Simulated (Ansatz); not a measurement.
Input file:

```yaml
crystal:
  periodic: [false, false, false]
  atoms:
    - {symbol: Si, position_ang: [0.000000, -0.047060, 0.551810]}
    - {symbol: B, position_ang: [0.000000, -0.060513, -1.363344]}
    - {symbol: H, position_ang: [0.000000, 1.171072, 1.447364]}
    - {symbol: H, position_ang: [0.000000, 0.789266, -2.200146]}
basis:
  gaussian: {orbitals: 6-31G}
magnetization: {spin_polarized: false, initial_magnetization: 3}
correlation: {method: fci, electrons: outside_noble_gas}
```

```sh
$ ansatz run in.yaml --threads 2 --pin off --events-out ev --progress --plain --max-ram 24576MiB --backend cuda --devices 0, --max-vram 18GiB
```

Output:

```
561 factors; integrals over basis functions are off by at most 1.6e-7 eV
mean field evaluation 1: about -8559.0523 eV, gradient 9.1e0 eV
mean field evaluation 2: about -8559.0533 eV, gradient 9.1e0 eV
mean field evaluation 4: about -8560.2943 eV, gradient 8.6e-1 eV
mean field evaluation 8: about -8560.3191 eV, gradient 4.0e-3 eV
mean field -8560.31905741 eV, -314.5859229673 hartree, gradient 6.1e-6 eV, S^2 3.750000; 0 other end points of the search recorded, 0 dependent functions left out
mean field evaluation 16: about -8560.2984 eV, gradient 1.2e0 eV
6 core orbitals not correlated: weight in the atoms' cores, before any rotation towards them, 1.000 or more for the frozen orbitals, at most 0.000 for the correlated occupied ones
reference -8560.31905741 eV, -314.5859229673 hartree; 6, 3 occupied and 14, 17 virtual orbitals, 561 factors
state -8562.94748218 eV, -314.6825157960 hartree
Total energy: -8562.94748218 eV, -314.6825157960 hartree
```

Ran on 2 threads of AMD EPYC 7R13 with a shared H100 80 GB, shared host: 4.2 s wall, 0.85 GiB peak host memory.
